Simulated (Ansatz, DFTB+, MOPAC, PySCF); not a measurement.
Reaction (SMILES): C=CC=C + 5 [H][H] (H2) → 4 C (CH4)

Property: energy of full hydrogenation (enthalpy at 298 K), in kcal/mol. Conventions: no dispersion term unless named; six Cartesian d functions in 6-31G* and its kin unless marked 5d; frozen cores in correlated levels; spin-orbit terms left out; 6-311+G** with 5d; non-relativistic; LANL2DZ all-electron up to Ne; SCC-DFTB with the Slater-Koster set that CP2K ships; PM7 with its own dispersion and hydrogen-bond terms. First-principles and DFTB rows: single points at B3LYP-D3(BJ) geometries (Ansatz, an electronic-structure program), with unscaled harmonic terms from B3LYP/6-31G* at its own minima. Semi-empirical rows: MOPAC heats of formation at their own minima for 298 K. The Hartree-Fock reference of C=CC=C is unstable towards a lower, spin-broken solution.

Measured values: Active Thermochemical Tables 1.112 (ions: stationary electron), as tabulated in the package chemicals; G2/97 table in ASE (Curtiss et al.); they hold spin-orbit and core effects, anharmonicity and other conformers. 

Value to compare with, the measured value: -97.6 kcal/mol.

| level | program | energy of full hydrogenation (enthalpy at 298 K) (kcal/mol) | error |
|---|---|---|---|
| PM7 | MOPAC | 75.3 | 172.9 |
| SCC-DFTB | DFTB+ | -256.7 | -159.1 |
| HF/LANL2DZ | Ansatz | -121.5 | -23.9 |
| HF/6-311+G** | Ansatz | -109.5 | -11.9 |
| PBE/def2-SVP | Ansatz | -101.9 | -4.3 |
| B3LYP/6-31G** | Ansatz | -102.9 | -5.3 |
| B3LYP/def2-SVP | Ansatz | -102.7 | -5.1 |
| MP2/STO-3G | Ansatz | -118.5 | -20.9 |
| B3PW91/6-31G* (5d) | PySCF | -108.9 | -11.3 |
| B3LYP/def2-TZVPD | Ansatz | -98.0 | -0.4 |
| PBE0/def2-TZVPD | Ansatz | -106.0 | -8.4 |
| M06-2X/def2-TZVPD | PySCF | -96.0 | 1.6 |

Among the 9 habitual levels, PM7 lies farthest from the measured value (172.9 kcal/mol) and PBE/def2-SVP nearest (-4.3); 1 of 9 lie above it, and their mean absolute error is 46.1 kcal/mol, the median 11.9. One case shows no general order.

The levels are drawn from those run, B3LYP/6-31G* more often than the rest, none by its result; runs whose electronic state is in doubt are left out.
